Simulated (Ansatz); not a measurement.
**Mixing energy, order and entropy in Sn2Ge16PbC**

Theory: Ansatz 0.2.0, DFT PBE, scalar-relativistic, plane waves, PAW.

Cutoff 420 eV; k points 5×5×4 on the computed 20-atom cell (Γ-centred); Gaussian smearing, width 0.10 eV; no spin polarisation.

Cells of 20 atoms on a diamond lattice, 2 Sn, 16 Ge, 1 Pb, 1 C, each occupation relaxed without symmetry on a coarser mesh and computed once more. α is the first-shell Warren–Cowley parameter of unlike pairs (negative: unlike neighbours in excess, 0: random), given as its mean and root mean square over the pairs, since a mean near 0 can hide order that cancels. ΔH counts from the elements in their standard crystals.

```csv
cell,mean α,rms α,ΔH (meV/atom),V (Å³/atom),rms shift from sites (Å)
1,0.43,0.72,178,24.41,0.26
2,-0.69,1.80,172,24.45,0.21
3,0.43,0.72,178,24.35,0.25
```

Q: Weigh the mixing energy against the ideal entropy.

A: Ideal mixing gives S = −k_B Σ x ln x = 0.708 k_B per atom (5.9 J/(mol K)), worth 61 meV/atom at 1000 K. The cell nearest to random, 1, has ΔH = 178 meV/atom (still ordered, with a root mean square α of 0.72). Against the pure elements it breaks even at T = ΔH/S = 2910 K, beyond the melting of most metals, so a solid solution isn't expected. ΔH includes the cost of putting the elements on this lattice where they prefer another, and what the coarser relaxation leaves, which can only raise it; vibrational entropy is left out. An error of 8 meV/atom in ΔH, as mesh and relaxation can leave, moves such a temperature by 130 K.

The final mesh leaves forces up to 0.12 eV/Å and stresses up to 0.1 GPa.

Spin–orbit coupling is left out, which can shift energies with elements as heavy as these.

Cost: 6 runs of about 96 core-minutes in all (earlier runs that led there not counted), on Intel Xeon Processor @ 2.50GHz (Skylake/Cascade Lake) (shared hosts).